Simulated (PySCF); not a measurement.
**carbonyl fluoride: calculation against experiment**

**What was measured.**

NIST CCCBDB Release 22 (SRD 101), experimental dipoles lists, for the gas: dipole moment (microwave Stark effect) 0.95 D.

The results are set against them at the end.

Compound: carbonyl fluoride, CF2O.
Numbering: `[O:1]=[C:2]([F:3])[F:4]`

Geometry (GFN2-xTB, Å), atoms numbered from 1 in this order:
```
atom  x, y, z in Å
O1    -0.3177    1.1211    0.8046
C2    -0.0240    0.0934    0.3569
F3     1.0143   -0.6435    0.6921
F4    -0.6624   -0.5663   -0.5869
```

Runs made with PySCF (gas phase, on this GFN2-xTB geometry; no spin–orbit coupling):

```csv
level,job,basis functions,wall time
PBE0/pcSseg-1,"shieldings, charges and field gradients, density and orbital grids written",68,5.1 s
B3LYP/pcJ-1,spin–spin couplings from 4 perturbed nuclei,108,3.9 s
```

Hardware: one thread, x86-64 server (shared host).

## Comparison

**Dipole moment.** Measured: 0.95 D (NIST CCCBDB Release 22 (SRD 101), experimental dipoles).

```json
{"level": "PBE0/pcSseg-1", "computed (D)": "0.98", "computed − measured (D)": "+0.03", "% (from the printed values)": "+3"}
{"level": "B3LYP/pcJ-1", "computed (D)": "0.97", "computed − measured (D)": "+0.02", "% (from the printed values)": "+2"}
```

Closest is B3LYP/pcJ-1 (+0.02 D), furthest PBE0/pcSseg-1 (+0.03 D); one molecule doesn't rank methods. The computed dipoles belong to one fixed geometry; measured ones are averaged over vibrations unless marked μe. Magnitudes are compared, not signs.

The geometry is computed, not the measured one. Where a level misses, the cause wasn't examined.
